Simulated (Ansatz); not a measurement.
Basis-set extrapolation for C2H6N2O, SMILES `N=C(O)CN` (PBE0-D4/def2-TZVP geometry, frozen core, the Gaussian-basis code of Ansatz). Multiplicity 1, RHF reference.

|  | def2-TZVPP | def2-QZVPP |
| --- | --- | --- |
| HF | -263.094330 | -263.106639 |
| MP2 correlation | -0.984008 | -1.054369 |
| CCSD(T) correlation | -1.052057 | not run |

Energies in hartree. Use E(X) = E(∞) + A·exp(−7.88·√X) for Hartree–Fock and E(X) = E(∞) + B·X^(−2.97) for correlation, with X = 3 and 4, and add CCSD(T) minus MP2 of the smaller set to the MP2 limit.

Task: What is the CCSD(T) energy at the basis-set limit?

Result: HF limit: -263.106639 + (-0.012309) × 0.13774 = -263.10833. MP2 limit: -1.054369 + (-0.070361) × 0.74074 = -1.10649. Higher-order term: -1.052057 − (-0.984008) = -0.06805. Total: -264.28287 hartree, 358.3 kJ/mol below CCSD(T)/def2-TZVPP.
